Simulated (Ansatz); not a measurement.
C$_{2}$H$_{6}$S, singlet in cc-pV(D+d)Z: errors against RCCSDT(Q)

Geometry: MP2(full)/6-31G*, from the G2/97 set.

```xyz
9

C     0.0000    1.3667   -0.5855
S     0.0000    0.0000    0.5925
C     0.0000   -1.3667   -0.5855
H     0.0000    2.2967   -0.0145
H     0.8916    1.3457   -1.2164
H    -0.8916    1.3457   -1.2164
H     0.0000   -2.2967   -0.0145
H    -0.8916   -1.3457   -1.2164
H     0.8916   -1.3457   -1.2164
```

Basis cc-pV(D+d)Z; Ansatz 0.2.0. Correlated methods freeze the noble-gas cores, which leaves 20 electrons in 74 orbitals. Prefix R: restricted or restricted open-shell reference. Active spaces: frontier = (8e, 8o) about the gap.

Full CI isn't at hand for all of this; RCCSDT(Q) serves as the reference, and is uncertain by about the last step of the cluster series.

The UHF ⟨S²⟩ is 0.000 and the T1 diagnostic (RCCSD) is 0.0079. The largest doubles amplitude (RCCSD) is 0.035.

```json
{"level": "RHF", "E − E(RCCSDT(Q)) (meV)": "13461", "share of correlation (%)": "0.00", "wall time": "–"}
{"level": "RMP2", "E − E(RCCSDT(Q)) (meV)": "1726", "share of correlation (%)": "87.18", "wall time": "–"}
{"level": "CISD", "E − E(RCCSDT(Q)) (meV)": "2100", "share of correlation (%)": "84.40", "wall time": "12 s"}
{"level": "RCCSD", "E − E(RCCSDT(Q)) (meV)": "422", "share of correlation (%)": "96.87", "wall time": "–"}
{"level": "RCCSD(T)", "E − E(RCCSDT(Q)) (meV)": "49", "share of correlation (%)": "99.64", "wall time": "2.2 s"}
{"level": "BCCD(T)", "E − E(RCCSDT(Q)) (meV)": "47", "share of correlation (%)": "99.65", "wall time": "2.8 s"}
{"level": "RCCSDT", "E − E(RCCSDT(Q)) (meV)": "24", "share of correlation (%)": "99.82", "wall time": "–"}
{"level": "CASSCF (frontier space)", "E − E(RCCSDT(Q)) (meV)": "11182", "share of correlation (%)": "16.93", "wall time": "–"}
{"level": "MRCISD (frontier space)", "E − E(RCCSDT(Q)) (meV)": "1510", "share of correlation (%)": "88.79", "wall time": "–"}
{"level": "MRCISD+Q (frontier space)", "E − E(RCCSDT(Q)) (meV)": "227", "share of correlation (%)": "98.31", "wall time": "15 s (H100)"}
```

The correlation energy at RCCSDT(Q), counted from RHF, is -13.461 eV. That run took 7.5 s on 2 threads of AMD EPYC 7R13 with a shared H100 80 GB, shared host.

Times hold each run's SCF and search for its determinant on a shared host, so for small cases they say little of a method's own cost; rows without a card ran on 1 thread of AMD EPYC 7R13.

Atomization energy (electronic, same basis, no zero-point term; atoms at the same level, unrestricted beside the R rows where the molecule is a closed shell, with restricted open-shell steps beyond CCSDT(Q)) at RCCSDT(Q): 2982.0 kJ/mol. Errors of other levels:

| level | error (kJ/mol) |
| --- | --- |
| RHF | -627.0 |
| RMP2 | 8.9 |
| CISD | -181.6 |
| RCCSD | -29.3 |
| RCCSD(T) | -1.8 |
| BCCD(T) | -1.4 |
| RCCSDT | -1.9 |

This basis is far from its limit, so the value isn't to be set against a measured one. Truncated CI isn't size-consistent, which counts against it in atomization.
